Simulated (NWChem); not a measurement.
Program: NWChem. System: tetrafluoroethylene (C$_{2}$F$_{4}$), charge 0, spin multiplicity 1, at a geometry optimised with PBE/def2-SVP. Level: MP2/def2-TZVP, 6 core orbitals frozen.

Input file:

```
start mol
memory heap 200 mb stack 900 mb global 1100 mb
geometry units angstroms nocenter noautoz
  F      1.109421     0.000000    -1.395941
  C      0.000000     0.000000    -0.672285
  F     -1.109421     0.000000    -1.395941
  C      0.000000     0.000000     0.672285
  F     -1.109421     0.000000     1.395941
  F      1.109421     0.000000     1.395941
  symmetry group D2h
end
basis spherical
  * library def2-tzvp
end
scf
  rhf
  nopen 0
  maxiter 100
  thresh 1e-7
  semidirect memsize 60000000 filesize 0
end
mp2
  freeze core 6
end
task mp2 energy
```

Part of the output:

```
             Northwest Computational Chemistry Package (NWChem) 7.3.0
             --------------------------------------------------------

                                NWChem Input Module
                                -------------------

 Scaling coordinates for geometry "geometry" by  1.889725989
 (inverse scale =  0.529177249)

 Turning off AUTOSYM since
 SYMMETRY directive was detected!

                             Geometry "geometry" -> ""
                             -------------------------

 Output coordinates in angstroms (scale by  1.889725989 to convert to a.u.)

  No.       Tag          Charge          X              Y              Z
 ---- ---------------- ---------- -------------- -------------- --------------
    1 F                    9.0000     1.10942100     0.00000000    -1.39594100
    2 C                    6.0000     0.00000000     0.00000000    -0.67228500
    3 F                    9.0000    -1.10942100     0.00000000    -1.39594100
    4 C                    6.0000     0.00000000     0.00000000     0.67228500
    5 F                    9.0000    -1.10942100     0.00000000     1.39594100
    6 F                    9.0000     1.10942100     0.00000000     1.39594100

 Effective nuclear repulsion energy (a.u.)     242.5437754145

            Nuclear Dipole moment (a.u.)
            ----------------------------
        X                 Y               Z
 ---------------- ---------------- ----------------
     0.0000000000     0.0000000000     0.0000000000

      Symmetry information
      --------------------

 Group name             D2h
 Group number             26
 Group order               8
 No. of unique centers     2

      Symmetry unique atoms

     1    2


 Summary of "ao basis" -> "" (spherical)
 ------------------------------------------------------------------------------
       Tag                 Description            Shells   Functions and Types
 ---------------- ------------------------------  ------  ---------------------
 *                         def2-tzvp                  on all atoms

 Summary of "ao basis" -> "ao basis" (spherical)
[...]
  Active beta occupied  =     18
  Active alpha virtual  =    162
  Active beta virtual   =    162
  Use MO symmetry       = T
  Use skeleton AO sym   = T

  AO/Fock/Back tols     =   1.0D-09  1.0D-09  1.0D-09

 GA uses MA = F    GA memory limited = T

 Available:
  local mem=  1.26D+08
 global mem=  1.44D+08
 local disk=  0.00D+00
  mp2_memr nvloc                   162
  nvloc new                   162
   1 passes of  18:        5242880                     216317                 157876555.
   1 passes of  18: M    126095483           G      144110008           F     120852603.
  mp2_memr nvloc                   162
  nvloc new                   162
   2 passes of   9:        5242880                     143446                  78967846.
   2 passes of   9: M    126095483           G      144110008           F     120852603.

 Semi-direct pass number   1 of   2  for RHF alpha+beta  at       10.5s
  vrange nnbf                 15918
  mp2_eaftype                   301  avail_ma_in_mb                  1099
 EAF : mp2_eaftype filesize         301   39483923.
  mp2_eaf for mointskh                    301
Node 0 wrote    185.7 Mb in      0.1 s     Agg I/O rate:  2562.9 Mb/s
 Done moints_semi at       39.8s
  mp2_eaftype                   301  avail_ma_in_mb                   798
 EAF : mp2_eaftype filesize         301   39483923.
  mp2_eaf for kh                   301
 Done maket at       40.7s
 Semi-direct pass number   2 of   2  for RHF alpha+beta  at       40.7s
  vrange nnbf                 15918
  mp2_eaftype                   301  avail_ma_in_mb                   798
 EAF : mp2_eaftype filesize         301   39483923.
  mp2_eaf for mointskh                    301
Node 0 wrote    185.7 Mb in      0.1 s     Agg I/O rate:  2464.3 Mb/s
 Done moints_semi at       68.6s
  mp2_eaftype                   301  avail_ma_in_mb                   798
 EAF : mp2_eaftype filesize         301   39483923.
  mp2_eaf for kh                   301
 Done maket at       70.1s
 Done multipass loop at       70.1s

          -------------------------------------------
          SCF energy                -473.624938805156
          Correlation energy          -1.290960955785
          Singlet pairs               -0.779247022784
          Triplet pairs               -0.511713933001
          Total MP2 energy          -474.915899760940
          -------------------------------------------

          ---------------------------------------------------
                    Spin Component Scaled (SCS) MP2
          Same spin pairs                     -0.341142622001
          Same spin scaling factor             0.333333333333
          Opposite spin pairs                 -0.949818333784
          Opposite spin scaling fact.          1.200000000000
          SCS-MP2 correlation energy          -1.253496207874
          Total SCS-MP2 energy              -474.878435013030
          ---------------------------------------------------

 -----------------------
 Performance information
 -----------------------

 Timer overhead =  2.85D-07 seconds/call

               Nr. of calls         CPU time (s)                 Wall time (s)                GFlops
             ---------------    -------------------     ------------------------------   -------------------
Name         Min   Avg   Max    Min     Avg     Max     Min     Avg     Max   Mx/calls   Min     Max     Sum
mp2: moin     2     2     2    57.     57.     57.      57.     57.     57.     29.      0.0     0.0     0.0
mp2: make     2     2     2    2.3     2.3     2.3      2.3     2.3     2.3     1.2      0.0     0.0     0.0
mp2: tota     1     1     1    60.     60.     60.      60.     60.     60.     60.      0.0     0.0     0.0

 The average no. of pstat calls per process was 5.00D+00
 with a timing overhead of 1.42D-06s

 Task  times  cpu:       70.0s     wall:       70.0s

 Total times  cpu:       70.1s     wall:       70.1s
```
